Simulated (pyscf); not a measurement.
Single points on ωB97X-D3(BJ)/def2-SVP structures (PySCF, gas phase).

Question: Estimate by transition-state theory (the high-pressure limit) the rate constant of H₃C–Al(F)–F (SMILES [CH3][Al]([F])[F]) + H₂C=CH₂ (SMILES C=C) -> H₃C–CH₂–CH₂–Al(F)–F (SMILES CC[CH2][Al]([F])[F]) (singlet surface; Al–C broken, C–C, Al–C formed) at 298 K, with ωB97M-D3(BJ)/def2-TZVP energies (ideal gas, 1 atm, RRHO with modes under 100 cm⁻¹ raised to 100, one conformer, R ln 2 for rigid chiral ones; no tunnelling).

Answer: The electronic barrier is 19.4 kcal/mol and the thermal terms add +13.4, so ΔG‡ = 32.7 kcal/mol. With k_BT/h = 6.21e+12 s⁻¹ and RT = 0.592 kcal/mol, and a volume of 4.06e-20 cm³ per molecule at 1 atm, k = 2.6e-31 cm³ molecule⁻¹ s⁻¹. The product is born with the 42 kcal/mol of the reverse barrier and needs collisions to keep. Wigner's tunnelling factor for 527i cm⁻¹ would be 1.27. A shift of 1 kcal/mol in the barrier changes k by a factor 5.4. On the reactant side the descent ends in a bound adduct, 14.4 kcal/mol under the separated species and 30.5 kcal/mol under the saddle at ωB97X-D3(BJ)/def2-TZVP. At the saddle there is also a short Al–C contact that neither side keeps. At ωB97X-D3(BJ) the barrier from the zero used here is 16.1 kcal/mol. One saddle was located; it need not be the lowest between these sides.
